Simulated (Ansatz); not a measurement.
carbon disulfide anion (CS2), SMILES S=C=S (connectivity only; charge and spin as stated), charge -1, multiplicity 2.

Geometry: PBE0-D3(BJ)/def2-TZVPD. The spin state was assumed, not searched.

Two levels are set side by side: PBE/def2-TZVPD (Ansatz, a first-principles code) and PBE0/def2-TZVPD (Ansatz). Energy differences of separate SCF runs at the same geometry; the states with an electron removed or added have multiplicity 1. Differences are taken from unrounded values.

```tsv
quantity	PBE0
vertical ionisation energy (eV)	1.36
```

**Question.** What does PBE give, and how far is it from PBE0? (The exact figures need the calculation; the answer reports its results.)

**Answer.** 
```tsv
quantity	PBE	PBE minus PBE0
vertical ionisation energy (eV)	1.13	-0.23
```
